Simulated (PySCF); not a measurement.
**Sulfur: a sound run and one with changed settings**

Sound run: S [Ne] 3s2 3p4, S⁺ [Ne] 3s2 3p3. All numbers are calculated (PySCF 2.14, the spin-free X2C one-electron Hamiltonian (Gaussian nucleus), in x2c-SVPall (4s3p1d, 18 functions)). In the sound run the correlated levels freeze [Ne]. The sound run starts from symmetry-adapted Hartree-Fock orbitals and uses a fine grid where one is needed.

Changed run: basis STO-3G, all-electron and non-relativistic. This setting is unsound on purpose.

```csv
species,method,sound run (hartree),changed run (hartree),converged
S,UHF,-398.43483,-393.13022,yes
S,BP86,-399.09400,-393.68536,yes
S,PBE0,-398.91382,-393.54588,yes
S,MP2,-398.51699,-393.13022,yes
S⁺,UHF,-398.09772,-392.92422,yes
S⁺,BP86,-398.70781,-393.41776,yes
S⁺,PBE0,-398.53449,-393.28457,yes
S⁺,MP2,-398.16608,-392.92422,yes
```

Ionisation energy of S:

```
 method  sound run (eV)  changed run (eV)
    UHF           9.173             5.606
   BP86          10.509             7.282
   PBE0          10.322             7.111
    MP2           9.549             5.606
SCS-MP2           9.589             5.606
```

A minimal basis cannot let orbitals breathe on ionisation and holds almost no correlation. The Hamiltonian changed with the basis, so the totals do not compare.

For comparison, NIST gives 10.360 eV between the lowest levels.
